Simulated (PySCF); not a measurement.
# BN⁺: from constants to spectrum

UHF-CCSD(T) constants of BN⁺, ⁴Σ⁻ (quartet), unpaired electrons σ ↑, π ↑↑ (PySCF, no relativity, basis sets B aug-pcseg-1, N aug-pcseg-1; masses 11.0093 and 14.0031 u):

* ωe: 997.5 cm⁻¹
* ωexe: 27.3 cm⁻¹
* Be: 1.2676 cm⁻¹
* αe: 0.0310 cm⁻¹
* D (centrifugal): 8.19e-06 cm⁻¹
* De to B⁺ + N: 1.00 eV

Give the vibrational terms G(v) and spacings up to v = 4.

G(v) = ωe(v+½) − ωexe(v+½)².

| v | G(v) (cm⁻¹) | G(v) − G(v−1) | Bv (cm⁻¹) |
| --- | --- | --- | --- |
| 0 | 491.9 |  | 1.252 |
| 1 | 1434.8 | 942.9 | 1.221 |
| 2 | 2323.1 | 888.3 | 1.190 |
| 3 | 3156.8 | 833.7 | 1.159 |
| 4 | 3935.9 | 779.1 | 1.128 |

How well does the Morse estimate ωe²/(4ωexe) reproduce De, and what is D0?

It gives 1.13 eV, 113 % of the computed De. D0 = De − G(0) = 1.00 − 0.06 = 0.94 eV.

Correlated steps freeze 2 core orbitals. Correlated levels converge slowly with the basis: in double zeta they bind strong bonds too weakly, by up to about 1 eV, and carry superposition errors of some tenths. For an ion De counts to the pair picked by the measured ionisation energies or electron affinities, which need not be the lowest pair at this level. The state was picked by a PBE0 search and need not be the measured ground state.
